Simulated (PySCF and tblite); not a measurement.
Values are calculated unless marked as measured or tabulated.
1,4-dimethoxybenzene, C₈H₁₀O₂, numbered as in [CH3:1][O:2][c:3]1[cH:4][cH:5][c:6]([O:7][CH3:8])[cH:9][cH:10]1.

Conformers came from 90 starts (ETKDG and KDG, MMFF94s, GFN2-xTB); geometries are GFN2-xTB. Energies: PBE0-D3(BJ)/pcSseg-1, with GFN2-xTB thermal terms (modes under about 100 cm⁻¹ blended into free rotors). Symmetry numbers and mirror images are counted. Conformers within 3 kcal/mol (GFN2-xTB free energy) were kept, 8 at most. Couplings: B3LYP/6-31G* with pcJ-1 on H (gas phase; spin-dipole term only for pairs with B, N, F, Si or P). Couplings are for ¹H. H–H couplings come out 0.1 to 0.9 Hz lower than with pcJ-1 on all atoms. Programs: PySCF with density fitting and tblite.

Torsions listed: C1–O2–C3–C4, C5–C6–O7–C8.

| conformer | shape | weight % |
| --- | --- | --- |
| 1 | 0°, 0° | 60.9 |
| 2 | 0°, 180° | 39.1 |

(1) Give the couplings in each conformer and the averages at 298.15 K (pairs that fast motion interchanges averaged).

Results:

(1) 
```json
{"coupling": "²J(H1,H1)", "pairs": "6", "1": "-11.2", "2": "-11.2", "average (Hz)": "-11.2"}
{"coupling": "³J(H4,H5)", "pairs": "2", "1": "10.3", "2": "10.3", "average (Hz)": "10.3"}
```


Conformer gaps in pcSseg-1 on xTB geometries can be 2 kcal/mol off for S=O, P=O and other polar bonds.